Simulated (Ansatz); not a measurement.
A nudged elastic band was laid between two geometries of BH4N + H3P (10 atoms, charge 0, multiplicity 1).

Method: Ansatz 0.2.0, RKS revPBE-D4/6-31G*.

- movable images: 5
- climbing image: yes
- spring: 5.0 eV/Å²
- optimiser: quadratic models (default)
- start path: through a guess of the saddle point
- force threshold: 0.03 eV/Å
- iteration limit: 60
- end points: relaxed

Initial state:

```xyz
10
Properties=species:S:1:pos:R:3
B 0.100 -0.568 0.051
N 0.027 -0.669 1.451
H -0.849 -0.700 1.970
H 0.848 -0.723 2.052
H 1.186 -0.551 -0.474
H -0.930 -0.510 -0.577
P -0.215 2.796 1.090
H -1.546 2.262 1.047
H -0.681 4.110 1.453
H -0.030 2.411 2.462
```

Final state:

```xyz
10
Properties=species:S:1:pos:R:3
B -0.157 0.454 0.238
N -0.114 -0.015 1.828
H 0.015 -1.032 1.938
H 0.655 0.456 2.326
H 0.921 0.124 -0.226
H -1.102 -0.141 -0.249
P -0.410 2.412 0.146
H -1.494 2.537 1.097
H 0.582 2.815 1.120
H -0.987 0.247 2.308
```

Problem. What changes between the two ends?

Solution. Bonds broken: P7–H10. Bonds formed: B1–P7, N2–H10. BH4N + H3P becomes BH7NP.

Problem. What energy profile does the band end with?

Solution. It converged. The highest image is number 4 of 0 to 6, 34.6 kcal/mol above the first end and 37.7 kcal/mol above the last; the last end lies 3.0 kcal/mol below the first. Neighbouring images differ by up to 1.5 eV, so the band resolves the path poorly. A vibrational analysis at the climbing image gives one clearly imaginary mode, 1151i cm⁻¹: a first-order saddle point. The orbitals stay closed-shell, which can raise the energy where a bond breaks towards radicals; this wasn't checked here.

```csv
image,path coordinate (Å),energy (kcal/mol),P7–H10 (Å),B1–P7 (Å),N2–H10 (Å)
0,0.00,0.0,1.44,3.53,3.24
1,1.16,0.6,1.43,3.74,3.10
2,2.31,0.9,1.43,3.89,2.88
3,3.47,5.0,1.43,3.08,2.31
4,4.62,34.6,1.71,2.23,1.44
5,5.80,-1.0,2.79,1.98,1.03
6,6.98,-3.0,3.11,1.98,1.03
```

Problem. What is the geometry of the highest image?

Solution. 
```xyz
10
Properties=species:S:1:pos:R:3
B 0.034 0.199 0.364
N -0.029 -0.250 1.849
H -0.797 -0.841 2.164
H 0.837 -0.406 2.363
H 1.148 0.313 -0.089
H -0.856 -0.223 -0.335
P -0.544 2.352 0.344
H -1.781 2.523 1.053
H 0.250 3.075 1.299
H -0.352 1.117 1.515
```

The band took 29 iterations and roughly 5 core-minutes.

The run took 4.6 min on 1 thread of Arm Neoverse V1, on a shared host, peak memory 0.12 GiB.
